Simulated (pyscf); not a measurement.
## Four-centre exchange: `[NH2][SiH2][F]` + `[SiH4]` -> `[NH2][SiH3]` + `[F][SiH3]`

Gas phase, singlet surface, charge 0. Bonds broken: Si2–F3, Si8–H9. Bonds formed: Si2–H9, F3–Si8. Single points on ωB97X-D3(BJ)/def2-SVP structures (PySCF, gas phase).

Transition state (Å):

```xyz
12

N     -1.4829    -1.5194    -0.2395
Si    -0.1958    -0.4031    -0.3570
F     -0.5318     0.0404     1.4775
H     -1.8805    -1.9620    -1.0581
H     -1.8685    -1.8412     0.6395
H      1.2152    -0.6591     0.0305
H     -0.1394    -0.2219    -1.8500
Si    -0.9426     1.8501     1.1477
H     -0.4434     1.2356    -0.3022
H     -2.3977     1.6064     1.3092
H     -0.8667     3.1538     0.3928
H     -0.1531     2.1660     2.3693
```

One imaginary mode, 324i cm⁻¹; descent along it reached the two sides named.

```csv
bond,change,reactant side (Å),saddle,product side
Si2–F3,breaks,1.642,1.917,3.1
Si8–H9,breaks,1.491,1.652,3.0
Si2–H9,forms,3.1,1.658,1.495
F3–Si8,forms,3.0,1.885,1.641
```

Electronic energies relative to the separated reactants (kcal/mol):

```tsv
level	barrier	reaction energy	reverse barrier
ωB97X-D3(BJ)/def2-TZVP	36.0	+7.9	28.1
PBE/def2-TZVP	35.0	+8.4	26.6
r²SCAN/def2-TZVP	35.5	+8.3	27.2
B3LYP-D3(BJ)/def2-TZVP	38.4	+7.9	30.4
PBE0-D3(BJ)/def2-TZVP	35.2	+8.2	27.0
M06-2X/def2-TZVP	39.0	+7.8	31.1
ωB97M-D3(BJ)/def2-TZVP	37.6	+8.1	29.5
HF/def2-TZVP	55.5	+7.0	48.5
```

With ωB97M-D3(BJ)/def2-TZVP energies and thermal terms (ideal gas, 1 atm, RRHO with modes under 100 cm⁻¹ raised to 100, one conformer, R ln 2 for chiral ones without a mode under 150 cm⁻¹), in kcal/mol:

| T (K) | ΔH‡ | ΔG‡ | ΔH | ΔG |
|---|---|---|---|---|
| 298 | 38.8 | 49.4 | +8.2 | +7.1 |
| 600 | 39.0 | 60.0 | +8.1 | +6.0 |
| 900 | 39.5 | 70.4 | +8.1 | +4.9 |
| 1200 | 40.0 | 80.7 | +8.1 | +3.8 |

Another saddle between the same species, by other bonds, lies lower (26.4 kcal/mol against 37.6 kcal/mol at ωB97M-D3(BJ)/def2-TZVP).
